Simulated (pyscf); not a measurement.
Four-centre exchange: HO–SiH₂–OH + water (H₂O) → HO–SiH(OH)–OH + hydrogen (H₂)

Gas phase, singlet surface, charge 0. Bonds broken: Si2–H5, O8–H9. Bonds formed: Si2–O8, H5–H9. Optimised with ωB97X-D3(BJ)/def2-SVP in PySCF.

Transition state (Å):

```xyz
10

O     -2.0206     0.1754     0.9223
Si    -0.5757     0.4791     0.1556
O      0.9251     0.0970     0.7443
H     -2.2567    -0.7577     0.9621
H     -0.6779    -1.2485    -0.5144
H     -0.5473     1.9572     0.2607
H      1.1450    -0.8391     0.6876
O     -0.7063     0.4910    -1.7210
H     -0.8152    -0.5879    -1.4675
H     -1.4772     0.9461    -2.0952
```

One imaginary mode, 1094i cm⁻¹; descent along it reached the two sides named, in the forms told below.

| bond | change | reactant side (Å) | saddle | product side |
|---|---|---|---|---|
| Si2–H5 | breaks | 1.483 | 1.856 | 4.1 |
| O8–H9 | breaks | 0.965 | 1.114 | 2.484 |
| Si2–O8 | forms | 3.0 | 1.881 | 1.667 |
| H5–H9 | forms | 2.8 | 1.168 | 0.761 |

Electronic energies relative to the separated reactants (kcal/mol):

| level | barrier | reaction energy | reverse barrier |
|---|---|---|---|
| ωB97X-D3(BJ)/def2-TZVP | 29.3 | -24.9 | 54.2 |
| PBE/def2-TZVP | 24.4 | -23.1 | 47.5 |
| r²SCAN/def2-TZVP | 25.6 | -26.5 | 52.0 |
| B3LYP-D3(BJ)/def2-TZVP | 29.6 | -24.8 | 54.5 |
| PBE0-D3(BJ)/def2-TZVP | 26.8 | -23.6 | 50.4 |
| M06-2X/def2-TZVP | 29.6 | -27.9 | 57.5 |
| ωB97M-D3(BJ)/def2-TZVP | 28.5 | -24.8 | 53.2 |
| HF/def2-TZVP | 48.4 | -23.5 | 71.9 |

With ωB97M-D3(BJ)/def2-TZVP energies and thermal terms (ideal gas, 1 atm, RRHO with modes under 100 cm⁻¹ raised to 100, one conformer, R ln 2 for chiral ones without a mode under 150 cm⁻¹), in kcal/mol:

| T (K) | ΔH‡ | ΔG‡ | ΔH | ΔG |
|---|---|---|---|---|
| 298 | 27.2 | 38.1 | -27.8 | -26.3 |
| 600 | 27.0 | 49.4 | -26.6 | -25.3 |
| 900 | 27.6 | 60.4 | -25.6 | -24.9 |
| 1200 | 28.4 | 71.3 | -24.8 | -24.8 |

On the reactant side the descent ends in a complex (not fully relaxed), 4.5 kcal/mol under the separated species and 33.9 kcal/mol under the saddle at ωB97X-D3(BJ)/def2-TZVP. This is the saddle that the search found; another between the same sides may lie lower.
